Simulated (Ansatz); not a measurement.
A first try at a ladder of basis sets of C₂H₅B, SMILES BC=C, using the Ansatz DFT code, driven from Python.

Input file `c2h5b.xyz`:
```text
8

B    -1.14799    1.58262   -1.30030
C     0.57617    0.45580    0.67217
C     0.77667   -2.03615    0.85830
H    -2.29806    0.39816   -2.70416
H    -1.41803    3.87426   -1.49343
H     1.65632    1.72870    1.90501
H    -0.15949   -3.32285   -0.31558
H     2.18865   -2.78863    2.27274
```

`c2h5b.py`
```python
"""Basis-set convergence for C2H5B."""

import ansatz as az


def main() -> None:
    c2h5b = az.Crystal.molecule_from_extxyz("c2h5b.xyz")

    calc = c2h5b.calculation().functional("pbe0")

    energies = {}
    for basis in ["cc-pVDZ", "cc-pVTZ"]:
        report = calc.basis(gaussian=basis).run(threads=1).report
        size = report["n_frozen"] + report["n_occupied"][0] + report["n_virtual"][0]
        energies[basis] = (report["reference_energy_ev"] / 27.211386246, report["free_energy_ev"] / 27.211386246)
        print(f"{basis:14s} {size:4d} orbitals  reference {energies[basis][0]:14.6f} Ha  total {energies[basis][1]:14.6f} Ha")

    last = energies["cc-pVTZ"][1]
    for basis, (_, total) in energies.items():
        print(f"{basis:14s} lies {27.211386 * (total - last):9.4f} eV above cc-pVTZ")


if __name__ == "__main__":
    main()
```

`python c2h5b.py` gives:
```text
cc-pVDZ          67 orbitals  reference    -102.809318 Ha  total    -102.809318 Ha
cc-pVTZ         160 orbitals  reference    -102.826106 Ha  total    -102.826106 Ha
cc-pVDZ        lies    0.4568 eV above cc-pVTZ
cc-pVTZ        lies    0.0000 eV above cc-pVTZ
```

The script ran to its end, but the result can't be trusted. Why?

The fault: lengths in bohr are read as angstrom. The correction:

```diff
--- c2h5b.xyz
+++ c2h5b.xyz
@@ -3,8 +3,8 @@
-B    -1.14799    1.58262   -1.30030
-C     0.57617    0.45580    0.67217
-C     0.77667   -2.03615    0.85830
-H    -2.29806    0.39816   -2.70416
-H    -1.41803    3.87426   -1.49343
-H     1.65632    1.72870    1.90501
-H    -0.15949   -3.32285   -0.31558
-H     2.18865   -2.78863    2.27274
+B    -0.60750    0.83750   -0.68810
+C     0.30490    0.24120    0.35570
+C     0.41100   -1.07750    0.45420
+H    -1.21610    0.21070   -1.43100
+H    -0.75040    2.05020   -0.79030
+H     0.87650    0.91480    1.00810
+H    -0.08440   -1.75840   -0.16700
+H     1.15820   -1.47570    1.20270
```

After the fix:

```console
$ python c2h5b.py
cc-pVDZ          67 orbitals  reference    -103.875459 Ha  total    -103.875459 Ha
cc-pVTZ         160 orbitals  reference    -103.907203 Ha  total    -103.907203 Ha
cc-pVDZ        lies    0.8638 eV above cc-pVTZ
cc-pVTZ        lies    0.0000 eV above cc-pVTZ
```

Caveats:
- The drop along the ladder measures the basis error, and is no property of the molecule.
- The geometry is a force-field or estimated start, not a minimum of this method, and the last set is no limit. Much of the fall in a total is atomic energy, which cancels in bond and reaction energies.
- Timing: 1.8 s on 1 thread of AMD EPYC 9R45 (Zen 5), on a shared host, peak memory 0.31 GiB.
